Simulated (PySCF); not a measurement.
C3H4ClF.
Structure used (GFN2-xTB), in Å, numbered top down from 1:
```
atom  x, y, z in Å
C1    -1.1626    0.1557    0.0045
C2     0.3147    0.3313    0.0874
Cl3    0.8498    1.9276    0.4958
C4     1.1864   -0.6420   -0.1305
F5     2.5141   -0.4727   -0.0536
H6    -1.4091   -0.8690   -0.2576
H7    -1.6212    0.4022    0.9605
H8    -1.5744    0.8281   -0.7458
H9     0.9159   -1.6553   -0.3860
```

PySCF, density fitting, gas phase, GFN2-xTB geometry. The standard run uses grid level 2 after a coarse-grid start, the def2-universal JK fitting basis (with tight functions added where the orbital basis needs them), an energy threshold of 1e-9 Eh and DIIS. The changed runs have no coarse-grid stage.

Q: Standard PBE0/def2-SVPD: E = -676.067693 Eh, HOMO -7.328 eV, LUMO 0.026 eV, dipole 2.656 D, 14 cycles (coarse-grid cycles included). What changes at PBE0/def2-SVPD with: energy threshold 1e-06 Eh?

A: E = -676.067693 Eh (0.000 mEh), HOMO -7.328 eV (0.000), LUMO 0.026 eV (0.000), dipole 2.656 D (0.000), 8 SCF cycles. The result matches the standard run within 0.02 mEh and 0.003 eV; such settings steer the iterations and don't enter the energy expression.

The cycles:
```
cycle   1  E = -676.0360184421  dE =  5.535e-01  |g| = 3.956e-01  |ddm| = 4.851e+00
cycle   2  E = -676.0174632804  dE =  1.856e-02  |g| = 5.303e-01  |ddm| = 1.088e+00
cycle   3  E = -676.0667514538  dE = -4.929e-02  |g| = 6.885e-02  |ddm| = 5.617e-01
cycle   4  E = -676.0675357248  dE = -7.843e-04  |g| = 2.489e-02  |ddm| = 1.062e-01
cycle   5  E = -676.0676677055  dE = -1.320e-04  |g| = 9.846e-03  |ddm| = 5.568e-02
cycle   6  E = -676.0676907386  dE = -2.303e-05  |g| = 2.807e-03  |ddm| = 1.807e-02
cycle   7  E = -676.0676925424  dE = -1.804e-06  |g| = 4.655e-04  |ddm| = 4.913e-03
cycle   8  E = -676.0676925958  dE = -5.338e-08  |g| = 8.836e-05  |ddm| = 1.423e-03
```
